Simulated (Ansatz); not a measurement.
# A basis-limit estimate, worked out

An elementary step of CH7FSi, closed shell (CH₆Si ([CH3][SiH3]) + HF → CH₅FSi ([CH3][SiH2][F]) + H₂; bonds formed: Si1–F7, H2–H6; bonds broken: Si1–H2, H6–F7). “Start” is the structure reached by relaxing down from the saddle towards the reactants; PBE0-D4/def2-TZVP structures. The saddle:

Si1  (-0.102, -0.667, 0.091)
H2  (1.486, -1.082, -0.371)
H3  (-0.452, -1.511, -1.099)
H4  (-0.711, -1.402, 1.221)
C5  (-0.686, 1.042, -0.336)
H6  (1.659, -0.588, 0.437)
F7  (1.215, 0.039, 1.375)
H8  (-0.703, 1.689, 0.540)
H9  (-1.684, 0.989, -0.779)
H10  (-0.020, 1.491, -1.078)
(Å)

Program: Ansatz 0.2.0. Basis: def2-TZVPP and def2-QZVPP. Cores are frozen in the correlated methods.

Energies in eV:

| quantity | saddle | start |
| --- | --- | --- |
| Hartree–Fock, triple zeta (X = 3) | -11709.31624 | -11711.41287 |
| Hartree–Fock, quadruple zeta (X = 4) | -11709.76098 | -11711.84689 |
| MP2 correlation, X = 3 | -16.74265 | -16.12816 |
| MP2 correlation, X = 4 | -18.03859 | -17.40633 |
| CCSD(T) correlation, X = 3 | -18.28609 | -17.73973 |

Problem. Work out the barrier at the basis limit: extrapolate Hartree–Fock as E(X) = E∞ + A exp(−7.88 √X) and the MP2 correlation as E(X) = E∞ + B X^−2.97 (the exponents that Neese and Valeev fitted for def2-TZVPP and QZVPP), then add CCSD(T) − MP2 in triple zeta.

Solution. Each step is linear, so take the differences first (saddle − start): Hartree–Fock 2.09663 (X = 3) and 2.08591 (X = 4); MP2 correlation -0.61449 and -0.63226; CCSD(T) correlation -0.54636.
Two points give E∞ = E(4) + w [E(4) − E(3)], with w = 1/(exp(7.88 (2 − √3)) − 1) = 0.1377 for Hartree–Fock and w = 1/((4/3)^2.97 − 1) = 0.7407 for the correlation.
Hartree–Fock: 2.08591 + 0.1377 × (-0.01072) = 2.0844 eV.
MP2 correlation: -0.63226 + 0.7407 × (-0.01777) = -0.6454 eV.
CCSD(T) − MP2: -0.54636 − (-0.61449) = 0.0681 eV.
Sum: 2.0844 + (-0.6454) + 0.0681 = 1.5071 eV, or 34.75 kcal/mol. Plain CCSD(T) in triple zeta gives 1.5503 eV, so the larger basis shifts the result by -0.0432 eV.

The T1 diagnostic stays at or below 0.013.

Labels in which every atom is bracketed show which atoms are joined, not bond orders.

For scale, one of the runs: CCSD(T)/def2-TZVPP, 202 basis functions, launched by `ansatz run in.yaml --threads 2 --pin off --events-out ev --progress --plain --max-ram 4352MiB`. Hardware: 2 CPU threads of an Arm Neoverse V2, shared host. Wall time 62 s; peak host memory 2.5 GiB.
